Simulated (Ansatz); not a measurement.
HGe–AsH⁺, triplet in cc-pVTZ: errors against UCCSDT(Q)

Geometry: that of the HGe–AsH, quartet, kept fixed.

```yaml
atoms:
  - { symbol: Ge, position_ang: [0.0000, -0.0572, 1.2668] }
  - { symbol: As, position_ang: [0.0000, 0.0573, -1.2364] }
  - { symbol: H, position_ang: [0.0000, 1.3231, 1.9915] }
  - { symbol: H, position_ang: [0.0000, -1.4609, -1.3830] }
```

Basis cc-pVTZ; Ansatz 0.2.0. Correlated methods freeze the noble-gas cores and the filled d shells of p-block atoms, which leaves 10 electrons in 86 orbitals. Prefix R: restricted or restricted open-shell reference; prefix U: unrestricted. Active spaces: valence = (10e, 10o) chosen from the atoms' valence shells. No spin–orbit coupling is included, and no scalar relativity.

Full CI isn't at hand for all of this; UCCSDT(Q) serves as the reference, and is uncertain by about the last step of the cluster series. The frozen core follows each run's orbitals, which can shift R against U totals by a few meV for light atoms and by up to 0.1 eV past Ca.

The UHF ⟨S²⟩ is 2.057, the T1 diagnostic (RCCSD) is 0.0364 and the largest doubles amplitude (RCCSD) is 0.070. The T1 diagnostic (UCCSD) is 0.0316.

```
   level  E − E(UCCSDT(Q)) (kJ/mol)  share of correlation (%)    wall time
     UHF                      593.4                      3.98            –
    UMP2                      128.5                     79.22            –
   UCCSD                       30.2                     95.12            –
UCCSD(T)                        6.2                     98.99  12 s (H100)
  UCCSDT                        1.5                     99.76            –
```

The correlation energy at UCCSDT(Q), counted from RHF, is -6.406 eV. That run took 21 s on 2 threads of AMD EPYC 7R13 with a shared H100 80 GB, shared host.

Run but not shown, since their state or frozen core can't be matched to the reference's or they repeat it: RHF, RMP2, RCCSD, RCCSD(T), BCCD(T), RCCSDT, RCCSDT(Q), CASSCF (valence space), NEVPT2 (valence space), MRCISD (valence space), MRCISD+Q (valence space).

Times hold each run's SCF and search for its determinant on a shared host, so for small cases they say little of a method's own cost.

Natural occupations of CASSCF (valence space) about the gap: 1.988 1.975 1.965 1.930 1.009 0.986 0.044 0.044 0.034 0.025; effectively unpaired electrons, Σ n²(2−n)², 2.05.
